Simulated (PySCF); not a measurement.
N₂, SMILES N#N, point group D∞h.

Level: B3LYP/pcSseg-2 in PySCF (density fitting, grid level 2); geometry and Hessian at that level, cubic constants and property derivatives from steps of ±0.6 along each species' dimensionless normal coordinates, second-order vibrational perturbation theory. The parent has the commonest isotopes.

Equilibrium geometry (Å):

```json
{"atom": "N1", "x": "0.5505", "y": "-0.0113", "z": "-0.0117"}
{"atom": "N2", "x": "-0.5395", "y": "0.0164", "z": "-0.0449"}
```

Question: How much do zero-point and thermal motion change the parent's shieldings?

Answer: 
| atom | σe (ppm) | anharmonic part, 0 K | harmonic part, 0 K | Δσ at 0 K | Δσ at 100 K | Δσ at 350 K |
| --- | --- | --- | --- | --- | --- | --- |
| N1 | -88.52 | -3.09 | -1.17 | -4.26 | -4.35 | -4.58 |

Question: And the bond lengths, in the parent and with ¹⁵N at 1?

Answer: 
```tsv
bond	re (Å)	⟨r⟩ at 0 K	between mean positions	⟨r⟩, labelled
N1–N2	1.0909	1.0944	1.0944	1.0943
```

The study (24 SCF points, 72 basis functions) took 20 s on 1 thread of Intel Xeon Platinum 8488C, on a host shared with other jobs (rough), peak memory 0.39 GiB, launched as `OMP_NUM_THREADS=1 python ens_run.py task.json out`.
